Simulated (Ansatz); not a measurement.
bcc W

These are r²SCAN+rVV10 (PAW; Ansatz, an electronic-structure program) values and carry that method's errors.

Run with plane-wave cutoff 600 eV, 28×28×28 k mesh, Fermi–Dirac smearing 0.095 eV (set by the program), no spin polarisation, scalar-relativistic PAW data made under PBE.

Cell (relaxed at this level):

```xyz
1
Lattice="-1.5806 1.5806 1.5806 1.5806 -1.5806 1.5806 1.5806 1.5806 -1.5806" Properties=species:S:1:pos:R:3 pbc="T T T"
W      0.0000     0.0000     0.0000
```

- elastic constant C11: 563 GPa
- elastic constant C12: 206 GPa
- elastic constant C44: 151 GPa
- Voigt–Reuss–Hill bulk modulus: 325 GPa
- polycrystal shear modulus (Hill average): 162 GPa
- Young modulus: 416 GPa
- Poisson ratio: 0.287

Measured, for comparison: elastic constant C11 533 GPa, elastic constant C12 205 GPa, elastic constant C44 163 GPa (0 K, extrapolated to 0 K; zero-point effects included; as tabulated in Wang et al. (2022), arXiv:2209.12322). Computed (rounded) less measured: elastic constant C11 +6 %, elastic constant C12 +0.5 %, elastic constant C44 -7 %.

Note: shear constants of such metals converge slowly with the k mesh.

Elastic constants are with the ions relaxed.

Spin–orbit coupling is not included.
